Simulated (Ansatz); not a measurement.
`B1CN1`. The species carries charge 0 and has multiplicity 1.

```xyz
7

B     0.416   -0.778    0.365
C    -0.479    0.500    0.314
N     0.339   -0.061   -0.766
H     0.901   -1.730    0.874
H    -1.560    0.434    0.193
H    -0.145    1.447    0.738
H     0.527    0.188   -1.718
```

(1) List the harmonic frequencies (cm⁻¹, unscaled) at PBE0-D4/def2-TZVP in Ansatz. (Estimate.)

(2) Is this a minimum?

(3) Give the ideal-gas thermochemistry at 298.15 K and 1 bar (rigid rotor, harmonic oscillator; point group Cs, symmetry number 1).

(4) Rotational constants (cm⁻¹)?

Results:

(1) The calculation gave: 270, 756, 769, 921, 955, 969, 1015, 1132, 1176, 1452, 1552, 2749, 3073, 3142, 3688.

(2) Yes, all 15 modes are real.

(3) Zero-point energy 141.3 kJ/mol; H(298) − E = 153.4 kJ/mol; entropy 254.8 J/(mol·K), of which translation 155.1, rotation 88.6, vibration 11.0; G(298) − E = 77.5 kJ/mol.

(4) 0.9555, 0.7229, 0.4482.
